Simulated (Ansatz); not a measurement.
Process, species as SMILES: C (CH4) → [CH3] (CH3) + H atom
B3LYP-D3(BJ)/def2-TZVP geometries, fixed; electronic energies without zero-point terms.

Basis-set convergence of the bond dissociation energy at PBE0 with Ansatz (a program for electronic structure). Cartesian d functions, on some or all atoms, in 6-31G*, 6-31+G*; all else is spherical. The program fits the integrals of some runs and decomposes those of others, by size. Open shells are unrestricted. No added dispersion term, no relativity. Functions are those of the species that has most. Reference: the value in aug-pcseg-3, 109.34 kcal/mol. Deviations are taken from unrounded values.

| basis | functions | bond dissociation energy (kcal/mol) |
|---|---|---|
| 6-31G* | 23 | 111.26 |
| 6-31+G* | 27 | 110.07 |
| cc-pVDZ | 34 | 109.23 |
| aug-cc-pVDZ | 59 | 108.32 |
| def2-SVP | 34 | 109.86 |
| def2-SVPD | 52 | 109.56 |
| pcseg-1 | 34 | 109.66 |
| aug-pcseg-1 | 59 | 109.46 |
| 6-311G** | 42 | 109.96 |
| 6-311+G** | 46 | 109.33 |
| def2-TZVP | 55 | 109.22 |
| def2-TZVPD | 73 | 109.18 |
| cc-pVTZ | 86 | 109.64 |
| aug-cc-pVTZ | 138 | 109.26 |
| pcseg-2 | 86 | 109.36 |
| aug-pcseg-2 | 138 | 109.36 |
| def2-TZVPP | 87 | 109.45 |
| def2-TZVPPD | 105 | 109.41 |
| cc-pVQZ | 175 | 109.49 |
| aug-cc-pVQZ | 264 | 109.34 |
| def2-QZVPP | 177 | 109.34 |
| def2-QZVPPD | 195 | 109.34 |
| pcseg-3 | 192 | 109.35 |
| aug-pcseg-3 | 281 | 109.34 |

What the diffuse functions change, pair by pair:
- 6-31G* to 6-31+G*: 4 more functions, deviation 1.92 to 0.73 kcal/mol
- cc-pVDZ to aug-cc-pVDZ: 25 more functions, deviation -0.11 to -1.02 kcal/mol
- def2-SVP to def2-SVPD: 18 more functions, deviation 0.52 to 0.21 kcal/mol
- pcseg-1 to aug-pcseg-1: 25 more functions, deviation 0.32 to 0.12 kcal/mol
- 6-311G** to 6-311+G**: 4 more functions, deviation 0.62 to -0.01 kcal/mol
- def2-TZVP to def2-TZVPD: 18 more functions, deviation -0.12 to -0.16 kcal/mol
- cc-pVTZ to aug-cc-pVTZ: 52 more functions, deviation 0.30 to -0.08 kcal/mol
- pcseg-2 to aug-pcseg-2: 52 more functions, deviation 0.02 to 0.02 kcal/mol
- def2-TZVPP to def2-TZVPPD: 18 more functions, deviation 0.11 to 0.06 kcal/mol
- cc-pVQZ to aug-cc-pVQZ: 89 more functions, deviation 0.15 to 0.00 kcal/mol
- def2-QZVPP to def2-QZVPPD: 18 more functions, deviation 0.00 to 0.00 kcal/mol
- pcseg-3 to aug-pcseg-3: 89 more functions, deviation 0.01 to 0.00 kcal/mol

Leaving out the reference's own pair, they bring the value nearer the reference by more than 0.01 kcal/mol in 7 of 11 pairs.
